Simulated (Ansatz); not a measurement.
Basis-set extrapolation for `N/C=C\S` (PBE0-D4/def2-TZVP geometry, frozen core, Ansatz). Multiplicity 1, RHF reference.

```tsv
	def2-TZVPP	def2-QZVPP
HF	-530.669766	-530.687400
MP2 correlation	-0.715673	-0.767827
CCSD(T) correlation	-0.786353	not run
```

Energies in hartree. Use E(X) = E(∞) + A·exp(−7.88·√X) for Hartree–Fock and E(X) = E(∞) + B·X^(−2.97) for correlation, with X = 3 and 4, and add CCSD(T) minus MP2 of the smaller set to the MP2 limit.

Q: What is the CCSD(T) energy at the basis-set limit?

A: HF limit: -530.687400 + (-0.017634) × 0.13774 = -530.68983. MP2 limit: -0.767827 + (-0.052154) × 0.74074 = -0.80646. Higher-order term: -0.786353 − (-0.715673) = -0.07068. Total: -531.56697 hartree, 291.0 kJ/mol below CCSD(T)/def2-TZVPP.
